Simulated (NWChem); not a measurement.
## Dipole moment of formaldehyde (CH$_{2}$O)

```xyz
4

C      0.0000     0.0000     0.5228
O      0.0000     0.0000    -0.6733
H     -0.9444     0.0000     1.1247
H      0.9444     0.0000     1.1247
```
Charge 0, spin multiplicity 1.

Everything below was run with NWChem. The geometry was optimised at PBE0/def2-SVP, a minimum by its harmonic frequencies.

Basis set: def2-SVPD. The CCSD dipole comes from the Λ equations, without orbital relaxation.

The correlated methods keep 2 core orbitals frozen. No row is a measurement; the coupled-cluster row has its own basis-set and correlation limits.

Question: For the dipole moment, PBE0 gives 2.39 D and HF gives 2.83 D. What do PBE, CCSD give?

Answer: PBE: 2.21 D; CCSD: 2.33 D.
